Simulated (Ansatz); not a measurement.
Basis-set series for `O=NF`. Charge 0, multiplicity 1. The structure was optimised at the PBE0-D4/def2-TZVP level.

```xyz
3

O    -0.352   -0.896    0.376
N     0.464   -0.164    0.117
F    -0.112    1.059   -0.494
```

| functional | basis | functions | energy (Eh) | HOMO (eV) | LUMO (eV) |
| --- | --- | --- | --- | --- | --- |
| PBE0-D4 | def2-SVP | 42 | -229.29608 | -9.51 | -3.11 |
| PBE0-D4 | def2-QZVPP | 171 | -229.59380 | -9.82 | -3.29 |
| ωB97M-V | def2-SVP | 42 | -229.46766 | -11.86 | -0.44 |
| ωB97M-V | def2-QZVPP | 171 | -229.77240 | -12.22 | -0.71 |

Q: Give the rows for def2-TZVPP. (An estimate is asked.)

A: The calculation gave: 
```
functional       basis  functions  energy (Eh)  HOMO (eV)  LUMO (eV)
   PBE0-D4  def2-TZVPP         93   -229.58194      -9.77      -3.25
   ωB97M-V  def2-TZVPP         93   -229.76103     -12.17      -0.65
```

Computed with Ansatz.
